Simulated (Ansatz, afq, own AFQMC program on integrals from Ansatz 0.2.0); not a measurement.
**Where AFQMC and coupled cluster stand for CH$_{2}$Al, doublet**

```yaml
atoms:
  - { symbol: Al, position_ang: [0.0000, -0.1078, 0.5675] }
  - { symbol: C, position_ang: [0.0000, 0.1965, -1.2432] }
  - { symbol: H, position_ang: [0.0000, 0.8566, 1.8248] }
  - { symbol: H, position_ang: [0.0000, -0.3133, -2.2039] }
```

Connectivity, by distances: AlH–CH.

Basis cc-pVDZ. Noble-gas cores (and the filled d shells of Ga–Kr and In–Xe) are frozen. Integrals, coupled cluster, full CI and functionals: Ansatz 0.2.0; the random walks run on the same integrals in our own AFQMC program. ph-AFQMC/CISD is guided by a CISD state made of CCSD amplitudes; releasing the constraint for a short imaginary time cuts its bias at the price of noise, slowly where states lie close. Uncertainties: one standard error, sampling alone.

Determinant: ROHF, the one that the program's search chose, which needn't be the lowest solution. The geometry is a point of a scan.

No full CI on the walks' own integrals is used here; CCSDT(Q) serves as the reference and is uncertain by about the last step of the cluster series.

Cautions: higher spins were not checked; a spin-contaminated unrestricted determinant lies lower (UHF 1.11 eV lower, ⟨S²⟩ 1.57); strong correlation (T1 0.043, weight of the determinant 0.83, largest double 0.21); the released energies are still falling, so no released level is given (meV from the phaseless value at times in 1/Eh: 7 ± 15 at 0.24, -16 ± 16 at 0.51, -23 ± 15 at 0.99, -35 ± 19 at 1.62, -88 ± 22 at 2.40), though the last usable value meets CCSDT(Q) within the noise.

* T1 diagnostic: 0.0435
* weight of the determinant in the CISD state: 0.826
* size of the correlated space: 9 electrons in 36 orbitals

```tsv
level	correlation energy (eV)
MP2	-4.9867
CCSD	-5.8762
CCSD(T)	-6.1520
```

Problem. Estimate where phaseless AFQMC with a CISD trial lies against CCSD(T) on the same integrals.

Solution. 0.2 ± 2.2 kJ/mol below CCSD(T). The gap is under twice the noise, so this walk alone can't tell the two apart.

Reference: CCSDT(Q), correlation energy -6.225 eV.

| level | E − E(reference) (kJ/mol) | share of correlation (%) |
| --- | --- | --- |
| CCSD(T) | 7.0 | 98.83 |
| CCSDT | 2.7 | 99.55 |
| ph-AFQMC/HF | 21.1 ± 7.2 | 96.49 |
| ph-AFQMC/CISD | 6.8 ± 2.2 | 98.87 |

A walk keeps the symmetry of its determinant, which the program's search chose and which needn't be the lowest solution, so a lower state of the same spin and another symmetry isn't excluded.
